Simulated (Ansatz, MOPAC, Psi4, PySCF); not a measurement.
System: difluoromethane, CH2F2, charge 0, multiplicity 1. SMILES: FCF
Coordinates optimised at B3LYP-D3(BJ)/def2-TZVP (Ansatz, an electronic-structure program):
```
C
F 1 1.3618
F 1 1.3618 2 108.56
H 1 1.0913 2 108.69 3 -118.06
H 1 1.0913 4 113.42 3 -121.01
```

Quantity: enthalpy of formation at 298 K, in kcal/mol. Conventions: PM7 with its own dispersion and hydrogen-bond terms; six Cartesian d functions in 6-31G* and its kin unless marked 5d; non-relativistic; UHF or UKS for open shells; 6-311+G** with 5d; dispersion terms only where a functional's name holds one; no spin-orbit coupling; frozen cores in correlated levels. CBS marks a two-point X^-3 extrapolation of the correlation energy; Hartree-Fock from the larger set. Ab initio and DFT rows: single points at B3LYP-D3(BJ) geometries (Ansatz), with unscaled harmonic terms from B3LYP/6-31G* at its own minima, enthalpies of formation by atomisation with measured atoms. Semi-empirical rows: MOPAC heats of formation at their own minima for 298 K.

Measured values: Active Thermochemical Tables 1.112 (ions: stationary electron), as tabulated in the package chemicals; they hold spin-orbit and core effects, anharmonicity. 

Value to compare with, the measured value: -107.8 kcal/mol.

```json
[
 {"level": "PM7", "program": "MOPAC", "enthalpy of formation at 298 K (kcal/mol)": "-98.1", "error": "9.7"},
 {"level": "HF/6-311+G**", "program": "Ansatz", "enthalpy of formation at 298 K (kcal/mol)": "25.5", "error": "133.3"},
 {"level": "SVWN5/6-31G*", "program": "Ansatz", "enthalpy of formation at 298 K (kcal/mol)": "-190.9", "error": "-83.1"},
 {"level": "PBE/STO-3G", "program": "Ansatz", "enthalpy of formation at 298 K (kcal/mol)": "-164.3", "error": "-56.5"},
 {"level": "PBE/6-31G*", "program": "Ansatz", "enthalpy of formation at 298 K (kcal/mol)": "-125.5", "error": "-17.7"},
 {"level": "PBE/6-311+G**", "program": "Ansatz", "enthalpy of formation at 298 K (kcal/mol)": "-116.6", "error": "-8.8"},
 {"level": "BP86/def2-SVP", "program": "PySCF", "enthalpy of formation at 298 K (kcal/mol)": "-128.3", "error": "-20.5"},
 {"level": "B3LYP/6-31+G*", "program": "Ansatz", "enthalpy of formation at 298 K (kcal/mol)": "-101.4", "error": "6.4"},
 {"level": "B3LYP/def2-SVP", "program": "Ansatz", "enthalpy of formation at 298 K (kcal/mol)": "-109.9", "error": "-2.1"},
 {"level": "B3LYP/6-311+G**", "program": "Ansatz", "enthalpy of formation at 298 K (kcal/mol)": "-99.7", "error": "8.1"},
 {"level": "M06-2X/6-311+G**", "program": "PySCF", "enthalpy of formation at 298 K (kcal/mol)": "-102.7", "error": "5.1"},
 {"level": "wB97X-D/6-311+G**", "program": "Psi4", "enthalpy of formation at 298 K (kcal/mol)": "-101.4", "error": "6.4"},
 {"level": "B3PW91/6-31G* (5d)", "program": "PySCF", "enthalpy of formation at 298 K (kcal/mol)": "-108.0", "error": "-0.2"},
 {"level": "PBE0/def2-TZVPD", "program": "Ansatz", "enthalpy of formation at 298 K (kcal/mol)": "-106.8", "error": "1.0"},
 {"level": "CCSD(T)/CBS(cc-pVTZ,cc-pVQZ)", "program": "Ansatz", "enthalpy of formation at 298 K (kcal/mol)": "-108.0", "error": "-0.2"}
]
```

Among the 13 habitual levels, HF/6-311+G** lies farthest from the measured value (133.3 kcal/mol); 6 of 13 lie above it, and their mean absolute error is 27.5 kcal/mol, the median 8.8. One case shows no general order.

The levels are drawn from those run, B3LYP/6-31G* more often than the rest, none by its result; runs whose electronic state is in doubt are left out.
